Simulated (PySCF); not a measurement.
Level of theory: PySCF, BP86, basis Cl def2-TZVP, H def2-TZVP (no relativity, density fitting).

```xyz
6
charge 0 multiplicity 1, angstrom
Cl    0.0000    0.0000   -0.0445
H     0.0000    0.0000    1.2406
H     1.6061    0.0000    0.0780
H     0.0000    1.6061    0.0780
H    -1.6061    0.0000    0.0780
H     0.0000   -1.6061    0.0780
```

ClH5 (singlet), along the line from Cl1 (at 0) through H2 (at 1.285 Å).

Tabulate the fields along this line at -0.45, -0.39, -0.32, -0.26, -0.19, -0.13, -0.06, 0.06, 0.13, 0.19, 0.26, 0.32, 0.39, 0.45, 0.51, 0.58, 0.64, 0.71, 0.77, 0.84, 0.90, 0.96, 1.03, 1.09, 1.16, 1.22, 1.35, 1.41, 1.48, 1.54, 1.61, 1.67, 1.73, 1.80, 1.86, 1.93, 1.99, 2.06 Å.


```json
{"distance (Å)": "-0.45", "electron density (e/Å³)": "2.97", "electron localisation function": "0.12", "electrostatic potential (V)": "101"}
{"distance (Å)": "-0.39", "electron density (e/Å³)": "4.81", "electron localisation function": "0.129", "electrostatic potential (V)": "139"}
{"distance (Å)": "-0.32", "electron density (e/Å³)": "11", "electron localisation function": "0.439", "electrostatic potential (V)": "196"}
{"distance (Å)": "-0.26", "electron density (e/Å³)": "29.5", "electron localisation function": "0.8", "electrostatic potential (V)": "293"}
{"distance (Å)": "-0.19", "electron density (e/Å³)": "75.7", "electron localisation function": "0.86", "electrostatic potential (V)": "484"}
{"distance (Å)": "-0.13", "electron density (e/Å³)": "160", "electron localisation function": "0.638", "electrostatic potential (V)": "951"}
{"distance (Å)": "-0.06", "electron density (e/Å³)": "520", "electron localisation function": "0.363", "electrostatic potential (V)": "2590"}
{"distance (Å)": "0.06", "electron density (e/Å³)": "520", "electron localisation function": "0.368", "electrostatic potential (V)": "2590"}
{"distance (Å)": "0.13", "electron density (e/Å³)": "157", "electron localisation function": "0.624", "electrostatic potential (V)": "953"}
{"distance (Å)": "0.19", "electron density (e/Å³)": "74.7", "electron localisation function": "0.854", "electrostatic potential (V)": "487"}
{"distance (Å)": "0.26", "electron density (e/Å³)": "29.5", "electron localisation function": "0.804", "electrostatic potential (V)": "295"}
{"distance (Å)": "0.32", "electron density (e/Å³)": "11.2", "electron localisation function": "0.471", "electrostatic potential (V)": "198"}
{"distance (Å)": "0.39", "electron density (e/Å³)": "4.9", "electron localisation function": "0.142", "electrostatic potential (V)": "141"}
{"distance (Å)": "0.45", "electron density (e/Å³)": "3.02", "electron localisation function": "0.117", "electrostatic potential (V)": "104"}
{"distance (Å)": "0.51", "electron density (e/Å³)": "2.5", "electron localisation function": "0.287", "electrostatic potential (V)": "77.3"}
{"distance (Å)": "0.58", "electron density (e/Å³)": "2.33", "electron localisation function": "0.623", "electrostatic potential (V)": "58.5"}
{"distance (Å)": "0.64", "electron density (e/Å³)": "2.2", "electron localisation function": "0.845", "electrostatic potential (V)": "45.1"}
{"distance (Å)": "0.71", "electron density (e/Å³)": "2.08", "electron localisation function": "0.927", "electrostatic potential (V)": "35.8"}
{"distance (Å)": "0.77", "electron density (e/Å³)": "1.96", "electron localisation function": "0.958", "electrostatic potential (V)": "29.8"}
{"distance (Å)": "0.84", "electron density (e/Å³)": "1.85", "electron localisation function": "0.973", "electrostatic potential (V)": "26.7"}
{"distance (Å)": "0.90", "electron density (e/Å³)": "1.79", "electron localisation function": "0.982", "electrostatic potential (V)": "26.5"}
{"distance (Å)": "0.96", "electron density (e/Å³)": "1.78", "electron localisation function": "0.989", "electrostatic potential (V)": "29.6"}
{"distance (Å)": "1.03", "electron density (e/Å³)": "1.83", "electron localisation function": "0.994", "electrostatic potential (V)": "37.4"}
{"distance (Å)": "1.09", "electron density (e/Å³)": "1.95", "electron localisation function": "0.997", "electrostatic potential (V)": "53.5"}
{"distance (Å)": "1.16", "electron density (e/Å³)": "2.14", "electron localisation function": "0.999", "electrostatic potential (V)": "89"}
{"distance (Å)": "1.22", "electron density (e/Å³)": "2.46", "electron localisation function": "1", "electrostatic potential (V)": "200"}
{"distance (Å)": "1.35", "electron density (e/Å³)": "2.11", "electron localisation function": "1", "electrostatic potential (V)": "200"}
{"distance (Å)": "1.41", "electron density (e/Å³)": "1.51", "electron localisation function": "1", "electrostatic potential (V)": "88.5"}
{"distance (Å)": "1.48", "electron density (e/Å³)": "1.1", "electron localisation function": "0.999", "electrostatic potential (V)": "52.3"}
{"distance (Å)": "1.54", "electron density (e/Å³)": "0.787", "electron localisation function": "0.999", "electrostatic potential (V)": "34.8"}
{"distance (Å)": "1.61", "electron density (e/Å³)": "0.557", "electron localisation function": "0.998", "electrostatic potential (V)": "24.9"}
{"distance (Å)": "1.67", "electron density (e/Å³)": "0.395", "electron localisation function": "0.996", "electrostatic potential (V)": "18.7"}
{"distance (Å)": "1.73", "electron density (e/Å³)": "0.281", "electron localisation function": "0.994", "electrostatic potential (V)": "14.5"}
{"distance (Å)": "1.80", "electron density (e/Å³)": "0.201", "electron localisation function": "0.991", "electrostatic potential (V)": "11.5"}
{"distance (Å)": "1.86", "electron density (e/Å³)": "0.144", "electron localisation function": "0.987", "electrostatic potential (V)": "9.4"}
{"distance (Å)": "1.93", "electron density (e/Å³)": "0.103", "electron localisation function": "0.982", "electrostatic potential (V)": "7.82"}
{"distance (Å)": "1.99", "electron density (e/Å³)": "0.0745", "electron localisation function": "0.977", "electrostatic potential (V)": "6.61"}
{"distance (Å)": "2.06", "electron density (e/Å³)": "0.0542", "electron localisation function": "0.971", "electrostatic potential (V)": "5.68"}
```

On a grid of 0.06 Å the density has a local minimum along the bond near 0.96 Å from Cl, at 1.78 e/Å³, where the ELF is 0.99.
